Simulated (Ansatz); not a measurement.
# CH2Si (quintet): wave-function methods side by side, cc-pVTZ

Aim: climb from Hartree-Fock through coupled cluster and multireference methods for CH2Si (quintet) at one geometry and basis, and see what each rung misses.

Program: Ansatz 0.2.0, Gaussian basis. Level of theory: cc-pVTZ, core rule «outside noble gas», up to 6 orbitals frozen. These are calculated values, not measurements.

To be run: UHF; CCSD(T) on ROHF; CCSD(T) on UHF; BCCD(T) on ROHF; CCSDT(Q) on ROHF; CCSDT(Q) on UHF; CASSCF and MRCISD+Q, 10 electrons in 10 orbitals; CASSCF and NEVPT2, 10 electrons in 10 orbitals.

3 further runs of the same task are left out: 3 set aside as unsound or not needed.

**1. What is computed**

The geometry is a PBE0/def2-TZVP stationary point (not a proven minimum) of the parent state, kept for this charge and spin.

4 atoms, charge 0, spin multiplicity 5.

Atoms are counted from 1 here; the program's logs count them from 0.

Bond lengths: Si1–C2 1.820 Å, Si1–H3 1.492 Å, Si1–H4 1.492 Å. Angles: C2–Si1–H3 125.7°, C2–Si1–H4 125.7°, H3–Si1–H4 108.7°.

Geometry (Å):

```xyz
4
CH2Si
Si    0.0000    0.0000    0.4775
C     0.0000    0.0000   -1.3428
H     0.0000    1.2125    1.3475
H     0.0000   -1.2125    1.3475
```

**2. UHF**

in.yaml

```yaml
crystal:
  periodic: [false, false, false]
  atoms:
    - {symbol: Si, position_ang: [0.000000, 0.000000, 0.477506]}
    - {symbol: C, position_ang: [0.000000, 0.000000, -1.342750]}
    - {symbol: H, position_ang: [0.000000, 1.212489, 1.347482]}
    - {symbol: H, position_ang: [0.000000, -1.212489, 1.347482]}
basis:
  gaussian: {orbitals: cc-pVTZ}
magnetization: {spin_polarized: true, initial_magnetization: 4}
hamiltonian: {xc: hf}
output: {orbitals: {seedname: orbitals}}
```

Launch:

```bash
$ ansatz run in.yaml --threads 1 --pin off --events-out ev --progress --plain --max-ram 4096MiB --backend cpu
```

Further steps of the session: CCSD(T) on ROHF; CCSD(T) on UHF; BCCD(T) on ROHF; CCSDT(Q) on ROHF; CCSDT(Q) on UHF; CASSCF and MRCISD+Q, 10 electrons in 10 orbitals; CASSCF and NEVPT2, 10 electrons in 10 orbitals.

Q: Predict the results of all the runs planned. Wanted: UCCSDT(Q) below the RHF energy; RMP2 from UCCSDT(Q); UMP2 from UCCSDT(Q); RCCSD from UCCSDT(Q); RCCSD(T) from UCCSDT(Q); UCCSD(T) from UCCSDT(Q); RCCSDT(Q) from UCCSDT(Q); NEVPT2 valence from UCCSDT(Q); MRCISD+Q valence from UCCSDT(Q).

As calculated:

```
                         quantity                      value
   UCCSDT(Q) below the RHF energy                 -6.1078 eV
              RMP2 from UCCSDT(Q)                +1177.8 meV
              UMP2 from UCCSDT(Q)                +1200.2 meV
             RCCSD from UCCSDT(Q)                 +248.2 meV
          RCCSD(T) from UCCSDT(Q)                  +46.6 meV
          UCCSD(T) from UCCSDT(Q)                  +44.9 meV
         RCCSDT(Q) from UCCSDT(Q)                   +2.6 meV
    NEVPT2 valence from UCCSDT(Q)                +1165.5 meV
  MRCISD+Q valence from UCCSDT(Q)                  +98.5 meV
levels within 1 kcal/mol (43 meV)  RCCSDT, UCCSDT, RCCSDT(Q)
                    T1 diagnostic                      0.024
   effectively unpaired electrons                       4.02
```

**Reading.** RCCSD(T) misses by +46.6 meV, 0.8 % of the correlation energy. One determinant dominates. Of the multireference levels listed MRCISD+Q valence comes nearest in total energy (+98.5 meV), which doesn't show that its space is the better one. These misses are within one basis, not against nature; the frozen cores of restricted and unrestricted runs differ, which can shift their rows.
